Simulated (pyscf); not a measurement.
`[CH3][CH3]` + `[CH3][NH]` [doublet] → `[CH3][NH][CH3]` + `[CH3]` [doublet] (substitution at C; doublet surface; C–C broken, C–N formed). PySCF, gas phase, ωB97X-D3(BJ)/def2-SVP geometries. Energies in eV from the separated reactants.

```tsv
level	barrier	reaction energy
ωB97X-D3(BJ)/def2-TZVP	2.47	+0.48
r²SCAN/def2-TZVP	2.14	+0.44
B3LYP-D3(BJ)/def2-TZVP	2.24	+0.46
PBE0-D3(BJ)/def2-TZVP	2.27	+0.45
M06-2X/def2-TZVP	2.32	+0.38
ωB97M-D3(BJ)/def2-TZVP	2.41	+0.45
```

The functionals in the table span 0.32 eV in this barrier, from r²SCAN to ωB97X-D3(BJ). The same reactants have a lower exit, to H₂C=NH + H• + H₃C–CH₃ (no saddle counted: cutting one bond, which may have a small barrier of its own, costs +1.56 eV at ωB97M-D3(BJ), against +2.41 eV here). H₃C–NH• lies 0.32 eV over its isomer •H₂C–NH₂, and others may lie lower still (electronic energy, ωB97M-D3(BJ)). H₃C–NH–CH₃ lies 0.34 eV over its isomer H₃C–CH₂–NH₂, and others may lie lower still (electronic energy, ωB97M-D3(BJ)). This is the saddle that the search found; another between the same sides may lie lower. The angle at the attacked C is 178°.
